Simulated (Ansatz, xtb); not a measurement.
# Two isomers of C5H7N

We compare X, `Cc1ccc[nH]1`, a singlet, with Y, `Cc1cc[nH]c1`, a singlet. Both are isolated molecules in the gas phase, relaxed with PBE0-D3(BJ)/def2-SVP.

Energies in hartree; the thermal terms are from GFN2-xTB frequencies at re-optimised GFN2-xTB minima (ideal gas, soft modes damped towards free rotors, one conformer each, 298.15 K, 1 atm) and include the zero-point energy:

|  | X | Y |
| --- | --- | --- |
| E, CCSD(T)/def2-SVP | −248.586893 | −248.585152 |
| E, MP2/def2-SVP | −248.509810 | −248.508071 |
| E, MP2/def2-TZVPP | −248.964372 | −248.962448 |
| zero-point energy | 0.107928 | 0.107878 |
| H(298 K) − E | 0.114587 | 0.114568 |
| G(298 K) − E | 0.078886 | 0.078768 |

**Question.** Correct the CCSD(T) difference for the basis set by the MP2 change, then work out ΔE, ΔE₀, ΔH and ΔG for X → Y in kcal/mol (1 Eh = 627.51 kcal/mol) and the equilibrium ratio [Y]/[X].

**Answer.** 1. Differences Y − X: CCSD(T) +0.001741, MP2 in the small set +0.001739, MP2 in the large set +0.001924 Eh.
2. ΔE = +0.001741 + (+0.001924 − (+0.001739)) = +0.001926 Eh = +1.21 kcal/mol.
3. ΔE₀ = ΔE + ΔZPE = +0.001926 + (−0.000050) Eh = +1.18 kcal/mol.
4. ΔH = ΔE + (−0.000019) Eh = +1.20 kcal/mol.
5. ΔG = ΔE + (−0.000118) Eh = +1.13 kcal/mol, so ΔS = (ΔH − ΔG)/T = +0.9 J/(mol K).
6. kT = 0.9442 mEh, so K = [Y]/[X] = exp(−ΔG/kT) = exp(−1.91) ≈ 0.15.

Structure X is favoured at this temperature. An error of 1 kcal/mol in ΔG would change K by a factor of 5.4. Mirror images and further conformers aren't counted.

As drawn, both hold the same kinds of bond in the same numbers.

Tabulated enthalpies of formation at 298 K (CRC Handbook of Chemistry and Physics) are 74.0 kJ/mol for X and 70.2 kJ/mol for Y, so the tabulated ΔH is −0.91 kcal/mol and the calculation departs from it by +2.10 kcal/mol.

Other levels gave ΔE = +1.0 (GFN2-xTB); +1.9 (HF/STO-3G, GFN2-xTB geometries); +1.5 (r2SCAN-D4/def2-SVP, GFN2-xTB geometries); +1.4 (PBE0-D3(BJ)/def2-SVP); +1.5 (HF/def2-SVP); +1.1 (MP2/def2-SVP); +1.1 (CCSD(T)/def2-SVP) kcal/mol. The correlated steps freeze 6 core orbitals. Programs: Ansatz 0.2.0, xtb 6.7.1.
